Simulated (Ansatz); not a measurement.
Reaction (formal hydrolysis of a C–C bond): `C=C=C(C)F` + H₂O → `C=C=C(O)F` + CH₄

Isolated molecules relaxed with PBE0-D4/def2-TZVP in Ansatz; ΔE leaves out vibrations. CBS: MP2 limit from def2 TZ/QZ plus the TZ coupled-cluster correction, frozen cores. This one scheme is used for every species. DFT in def2-TZVPP. HSE06 is defined as in plane-wave codes. One conformer a species, not always the lowest.

`C=C=C(C)F`:

Cartesian coordinates in Å:
```
C 0.976 1.087 -1.532
C 0.601 0.231 -0.630
C 0.195 -0.606 0.282
C -1.012 -0.493 1.135
F 0.911 -1.727 0.529
H 1.637 1.916 -1.289
H 0.650 1.004 -2.565
H -1.670 -1.351 0.974
H -1.557 0.421 0.904
H -0.729 -0.482 2.191
```

H₂O:

Z-matrix (Å, degrees):
```
O
H 1 0.960
H 1 0.960 2 105.1
```

`C=C=C(O)F`:

```xyz
8

C     1.158   -0.264   -1.023
C     0.342    0.020   -0.051
C    -0.497    0.297    0.908
O    -1.831    0.146    0.919
F    -0.110    0.798    2.072
H     1.422    0.468   -1.784
H     1.621   -1.245   -1.114
H    -2.105   -0.219    0.072
```

CH₄:

Z-matrix (Å, degrees):
```
C
H 1 1.090
H 1 1.090 2 109.5
H 1 1.090 2 109.5 3 -120.0
H 1 1.090 2 109.5 3 120.0
```

Q: Is it downhill or uphill in electronic energy at CCSD(T)/CBS, and by how much? (Best estimate.)

A: The calculation gave: Uphill: ΔE = +39.2 kJ/mol.

Q: What do these levels give: PBE-D4, r2SCAN-D4, HSE06-D4, revPBE, CCSD(T)/def2-SVP, SCS-MP2/def2-TZVPP? (Best estimate.)

A: Computed: PBE-D4 22.9, r2SCAN-D4 21.6, HSE06-D4 26.0, revPBE 21.0, CCSD(T)/def2-SVP 14.5, SCS-MP2/def2-TZVPP 34.0 kJ/mol.

Largest T1 diagnostic among the species: 0.013.

Leaving LDA and LC-ωPBE aside and taking each functional with its dispersion term where it has one, the values, not all of them listed here, spread over 8.5 kJ/mol, from B97M-V to PBE-QIDH. From BLYP to BHLYP (50 % exact exchange), in def2-TZVPP and without D4, ΔE moves by +5.5 kJ/mol.
